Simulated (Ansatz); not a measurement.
CCSD(T) forces

CH3BF (SMILES B[CH-]F) (charge -1), singlet, displaced at random from a GFN2-xTB minimum.

B1  (-0.461, -0.018, -0.640)
C2  (0.391, -0.057, 0.575)
F3  (0.971, 1.137, 1.292)
H4  (-0.880, -1.111, -1.181)
H5  (-0.825, 1.038, -1.201)
H6  (0.757, -0.996, 1.165)
(Å)

Ansatz 0.2.0; basis: def2-TZVPPD; cores frozen in the correlated methods.

CCSD(T) forces from the calculation:
```json
{"atom": "B1", "Fx": "0.031", "Fy": "-0.078", "Fz (eV/Å)": "0.081"}
{"atom": "C2", "Fx": "0.575", "Fy": "-0.712", "Fz (eV/Å)": "0.796"}
{"atom": "F3", "Fx": "-0.834", "Fy": "-1.463", "Fz (eV/Å)": "-0.997"}
{"atom": "H4", "Fx": "0.532", "Fy": "0.991", "Fz (eV/Å)": "0.747"}
{"atom": "H5", "Fx": "0.280", "Fy": "-0.556", "Fz (eV/Å)": "0.370"}
{"atom": "H6", "Fx": "-0.585", "Fy": "1.818", "Fz (eV/Å)": "-0.997"}
```

Problem. Which atom feels the largest CCSD(T) force, and how large is it?

Solution. H6, 2.15 eV/Å, along (-0.27, 0.84, -0.46).

Root-mean-square difference of the force components from those of CCSD(T): PBE0-D4 0.174; wB97M-V 0.195; r2SCAN-D4 0.167; PBE-D4 0.194; revPBE-D4 0.211; wB97X-V 0.172 eV/Å.

The T1 diagnostic stays at or below 0.017. These are differences at one structure, and CCSD(T) in triple zeta is itself an approximation.

For scale, one of the runs: CCSD(T)/def2-TZVPPD forces, 165 basis functions (an equivalent command: `ansatz run in.yaml --threads 4`). Hardware: 4 CPU threads, shared host. Wall time 58 s; peak host memory 2.6 GiB.
